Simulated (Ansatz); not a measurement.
**PH3S (SMILES [PH3]=S): levels of theory compared**

Aim: a comparison of 6 runs (HF/STO-3G, B3LYP/STO-3G, PBE/STO-3G, SVWN5/STO-3G, revPBE/STO-3G, FCI/STO-3G) of PH3S. 

Program for the calculation: Ansatz 0.2.0.

47 further runs of the same task are left out: 47 set aside as unsound or not needed.

## 1. The molecule

The species is PH3S (5 atoms), meant as a singlet with charge 0. SMILES: `[PH3]=S`. The H3–P1 distance was set to 2.789 Å, away from the relaxed value. At this shape a bond of the SMILES string is far longer than usual.

Bond lengths: P1–S2 1.914 Å, P1–H4 1.394 Å, P1–H5 1.394 Å. Angles: S2–P1–H4 118.2°, S2–P1–H5 118.2°, H4–P1–H5 99.4°.

## 2. The energy at HF/STO-3G (run 1)

Contents of run.yaml:

```yaml
crystal:
  periodic: [false, false, false]
  atoms:
    - {symbol: P, position_ang: [1.182718, -0.475145, -0.579239]}
    - {symbol: S, position_ang: [2.436488, -1.409685, 0.524361]}
    - {symbol: H, position_ang: [-1.166840, 0.461930, 0.594540]}
    - {symbol: H, position_ang: [0.642328, -1.145125, -1.676089]}
    - {symbol: H, position_ang: [1.604508, 0.693835, -1.211169]}
basis:
  gaussian: {orbitals: STO-3G}
hamiltonian: {xc: hf}
accuracy: high
```

Launch:

```bash
$ ansatz run run.yaml --threads 1 --pin off --max-ram 2610MiB --events-out events.jsonl --progress --plain --runs-dir runs
```

Output:

```text
Warning: RAYON_NUM_THREADS=1 ignored (pool sized by the plan → 1); use --threads N
Functional definition: HF
  name "HF"
  exchange = exact_x
  correlation = 0
364 factors; integrals over basis functions are off by at most 2.8e-8 eV
mean field evaluation 1: about -19899.9120 eV, gradient 2.7e1 eV
mean field evaluation 2: about -19899.9290 eV, gradient 2.7e1 eV
mean field evaluation 4: about -19904.7093 eV, gradient 6.4e0 eV
mean field evaluation 8: about -19904.9947 eV, gradient 6.5e-5 eV
mean field -19904.99123625 eV, -731.4949358446 hartree, gradient 5.0e-8 eV, S^2 0.000000; 0 other end points of the search recorded, 0 dependent functions left out
reference -19904.99123625 eV, -731.4949358446 hartree; 17, 17 occupied and 4, 4 virtual orbitals, 364 factors
Total energy: -19904.99123625 eV, -731.4949358446 hartree
```

It took 0.1 s on 1 thread of Intel Xeon 6975P-C (Granite Rapids), shared host.

## 3. The energy at B3LYP/STO-3G (run 2)

Edit run.yaml of step 2 so:

```diff
@@ -9,4 +9,6 @@
 basis:
-  gaussian: {orbitals: STO-3G}
-hamiltonian: {xc: hf}
+  gaussian:
+    orbitals: STO-3G
 accuracy: high
+hamiltonian:
+  xc: {name: B3LYP}
```

Launch:

```bash
$ ansatz run run.yaml --threads 1 --pin off --max-ram 2610MiB --events-out events.jsonl --progress --plain --runs-dir runs
```

Output:

```text
Warning: RAYON_NUM_THREADS=1 ignored (pool sized by the plan → 1); use --threads N
Functional definition: B3LYP
  name "B3LYP"
  parameter a0 = 0.2
  parameter ax = 0.72
  parameter ac = 0.81
  exchange = (1 - a0 - ax)*slater_x + ax*b88_x + a0*exact_x
  correlation = (1 - ac)*vwn_rpa_c + ac*lyp_c
364 factors; integrals over basis functions are off by at most 2.8e-8 eV
mean field evaluation 1: about -19933.7735 eV, gradient 3.1e1 eV
mean field evaluation 2: about -19927.3883 eV, gradient 2.9e1 eV
mean field evaluation 4: about -19941.0713 eV, gradient 5.8e0 eV
mean field evaluation 8: about -19941.2741 eV, gradient 7.2e-1 eV
mean field evaluation 16: about -19941.2774 eV, gradient 7.1e-7 eV
mean field -19941.27741498 eV, -732.8284283173 hartree, gradient 9.0e-9 eV, S^2 0.000000; 0 other end points of the search recorded, 0 dependent functions left out
reference -19941.27744321 eV, -732.8284293546 hartree; 17, 17 occupied and 4, 4 virtual orbitals, 364 factors
Total energy: -19941.27744321 eV, -732.8284293546 hartree
```

It took 0.6 s on 1 thread of Intel Xeon 6975P-C (Granite Rapids), shared host; peak memory 0.11 GiB.

Runs 3 to 5 aren't shown in full; the table further down has their settings and results.

## 4. A single-point energy at FCI/STO-3G (run 6)

Contents of molecule.yaml:

```yaml
crystal:
  periodic: [false, false, false]
  atoms:
    - {symbol: P, position_ang: [1.182718, -0.475145, -0.579239]}
    - {symbol: S, position_ang: [2.436488, -1.409685, 0.524361]}
    - {symbol: H, position_ang: [-1.166840, 0.461930, 0.594540]}
    - {symbol: H, position_ang: [0.642328, -1.145125, -1.676089]}
    - {symbol: H, position_ang: [1.604508, 0.693835, -1.211169]}
basis:
  gaussian: {orbitals: STO-3G}
accuracy: high
correlation: {method: fci, frozen_orbitals: {H: 0, P: 5, S: 5}}
```

Launch:

```bash
$ ansatz run molecule.yaml --threads 1 --pin off --max-ram 2610MiB --events-out events.jsonl --progress --plain --runs-dir runs
```

Output, cut to the lines that bear on the results:

```text
Warning: RAYON_NUM_THREADS=1 ignored (pool sized by the plan → 1); use --threads N
[... 2 set-up lines as earlier in the session ...]
[...]
364 factors; integrals over basis functions are off by at most 2.8e-8 eV
[...]
mean field -19904.99123625 eV, -731.4949358446 hartree, gradient 5.0e-8 eV, S^2 0.000000; 0 other end points of the search recorded, 0 dependent functions left out; unrestricted orbitals would lower it
[...]
unrestricted determinant -19909.38709353 eV, -731.6564806201 hartree, S^2 0.9916
10 core orbitals not correlated: weight in the atoms' cores, before any rotation towards them, 1.000 or more for the frozen orbitals, at most 0.000 for the correlated occupied ones
reference -19904.99123625 eV, -731.4949358446 hartree; 7, 7 occupied and 4, 4 virtual orbitals, 364 factors
state -19911.39162418 eV, -731.7301457626 hartree
Total energy: -19911.39162418 eV, -731.7301457626 hartree
```

Run time: 0.46 s. Hardware: 1 thread of Intel Xeon 6975P-C (Granite Rapids), shared host.

## 5. Overview of the runs

```tsv
run	level	frozen core orbitals	energy (Eh)	wall time
1	HF/STO-3G	–	-731.494936	0.1 s
2	B3LYP/STO-3G	–	-732.828429	0.6 s
3	PBE/STO-3G	–	-732.483676	0.86 s
4	SVWN5/STO-3G	–	-730.110611	0.54 s
5	revPBE/STO-3G	–	-732.710214	0.96 s
6	FCI/STO-3G	10	-731.730146	0.46 s
```

## 6. Outcome

```
                                           quantity          value
                                run 6: total energy  -731.73015 Eh
run 6: correlation energy (10 core orbitals frozen)     -235.2 mEh
```

**Reading.** Against full CI in this basis: HF +235.2 mEh. Totals of different functionals can't be ranked against each other. In runs 1, 2, 3, 4, 5, 6 the basis is minimal, so the values are rough. In runs 1, 2, 3, 4, 5 a closed-shell determinant meets a far-stretched bond, which it describes badly. All runs together took 3.5 s, the longest 0.96 s.
